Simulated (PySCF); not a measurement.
# Bonding in t-cyanovinylacetylene

t-cyanovinylacetylene, C₅H₃N.
Atom-mapped SMILES: `[CH:1]#[C:2]/[CH:3]=[CH:4]/[C:5]#[N:6]` (hydrogens: H7 on C1; H8 on C3; H9 on C4)

Structure used (GFN2-xTB), in Å, numbered top down from 1:
```
atom  x, y, z in Å
C1     2.534    0.373   -0.162
C2     1.372    0.078   -0.069
C3     0.016   -0.267    0.046
C4    -0.912    0.116   -0.845
C5    -2.263   -0.241   -0.713
N6    -3.369   -0.531   -0.612
H7     3.549    0.629   -0.235
H8    -0.256   -0.867    0.906
H9    -0.658    0.717   -1.708
```

Bond orders from the PBE0/pcSseg-1 density (PySCF). Geometry: GFN2-xTB; no solvent, vibrations or thermal averaging.

Question: How far do the computed orders between heavy atoms stray from the drawn ones?

Answer: The largest departure is 0.647, at C1–C2 (drawn triple, 2.353). Drawn single, order above 1.12: C2–C3 (1.164). Drawn double or triple, more than 0.30 short of the drawn order: C1–C2 (2.353).

Question: Set the Mayer orders of the bonds between heavy atoms beside their lengths.

Answer: 
```
 bond  drawn as  length (Å)  Mayer order
C1–C2    triple       1.202        2.353
C2–C3    single       1.404        1.164
C3–C4    double       1.342        1.751
C4–C5    single       1.404        1.083
C5–N6    triple       1.148        2.993
```

By pair of heavy elements: C–C: lowest C4–C5 (1.083, 1.404 Å), highest C1–C2 (2.353, 1.202 Å).

Question: And the bonds to hydrogen?

Answer: C–H: 0.92 to 1.14 (3 bonds).

Question: Sum the orders of all bonds at each heavy atom with more than one neighbour and set the sums beside the valence in the SMILES.

Answer: C1 3.495 (drawn 4), C2 3.517 (drawn 4), C3 3.831 (drawn 4), C4 3.768 (drawn 4), C5 4.076 (drawn 4). Orders between atoms that aren't bonded are not in these sums.

The Mayer order sums products of elements of PS (density times overlap matrix) between the two atoms' basis functions, so it depends on the basis set.
